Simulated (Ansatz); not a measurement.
For HgS (P3₂21, No. 154), PBEsol+SOC in Ansatz (PAW) gives:

```
Quantity                         Value
-----------------------------  -------
lattice constant a             4.139 Å
lattice parameter c            9.377 Å
band gap at the measured cell  1.32 eV
```

Problem. What does HSE06 in Ansatz (PAW) give for the same quantities?

Solution. 
- lattice constant a: 4.406 Å (increases by 6.5 %)
- lattice parameter c: 9.712 Å (goes up by 3.6 %)
- band gap at the measured cell: 2.26 eV (rises by 0.94 eV)

Changes are worked out from the printed values.

Unless a cell is named, each level is at its own relaxed cell (PBEsol+SOC 23.20, HSE06 27.22 Å³/atom).

Levels without +SOC leave out spin–orbit coupling, which shifts energies and cells of such heavy elements.

Levels without +SOC have no spin–orbit coupling; where heavier elements are present it shifts gaps, mostly down, and can invert bands. Density-functional gaps are differences of (generalised) Kohn–Sham levels.

Ansatz's density-functional and Hartree–Fock values are scalar-relativistic unless marked +SOC, with PAW data made under PBE.

Ansatz is a quantum-chemistry and plane-wave program.
